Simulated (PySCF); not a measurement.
**Towards the basis-set limit for NO−**

One table from this session's results is given with a row withheld; the runs are named, their logs left out.

Method: CCSD(T) on ROHF, no relativity in the base curves; scalar relativity is added as a correction; program: PySCF 2.14.0.

4 further runs of the same task are left out: 4 set aside as unsound or not needed.

The first run:

```
molecule             : NO−
state                : triplet, unpaired electrons π ↑↑
smaller basis        : N aug-cc-pVDZ, O aug-cc-pVDZ
larger basis         : N aug-cc-pVTZ, O aug-cc-pVTZ
frozen core orbitals : 2
extrapolation        : correlation as n⁻³ (n = 2, 3), Hartree–Fock as (n+1)·exp(−9√n)
corrections          : core–valence correlation, scalar relativity
distances (Å)        : 1.1101, 1.1606, 1.2110, 1.2615, 1.3120, 1.3750, 1.4381
masses (u)           : 14.0031, 15.9949
dissociation limit   : N + O−
```

Started as:

```
> OMP_NUM_THREADS=4 python comp.py task.json out
```

Steps of the session up to this table: Coupled cluster at each distance.

One of the session's tables, all rows but one given; the rest of the session is left out.

Parts of the energy along the bond, in eV from N + O−:

| R (Å) | HF/CBS | CCSD corr. | (T) | core–valence | relativity |
| --- | --- | --- | --- | --- | --- |
| 1.1101 | -1.661 | -2.250 | -0.2044 | -0.0403 | 0.0068 |
| 1.1606 | -2.128 | -2.323 | -0.2225 | -0.0315 | 0.0074 |
| 1.2110 | -2.323 | -2.398 | -0.2445 | -0.0239 | 0.0075 |
| 1.2615 | ? | ? | ? | ? | ? |
| 1.3120 | -2.185 | -2.539 | -0.2947 | -0.0119 | 0.0066 |
| 1.3750 | -1.887 | -2.611 | -0.3268 | -0.0063 | 0.0058 |
| 1.4381 | -1.507 | -2.668 | -0.3575 | -0.0018 | 0.0049 |

**Question.** Estimate the row for R (Å) = 1.2615.

Worked estimate for «HF/CBS». A straight line through the neighbours (1.2110, -2.323) and (1.3120, -2.185) gives -2.323 + (-2.185 + 2.323) × (1.2615 − 1.2110) / (1.3120 − 1.2110) = -2.254; a parabola fitted to 4 rows on both sides gives -2.320.

The run gave: HF/CBS: -2.323; CCSD corr.: -2.471; (T): -0.2691; core–valence: -0.0174; relativity: 0.0072. In «HF/CBS» the line misses by +0.069 and the parabola by +0.003.

Caveats from the session: Spin–orbit coupling and excitations beyond (T) are left out. An extrapolation from double and triple zeta is rough, so this isn't yet the limit.
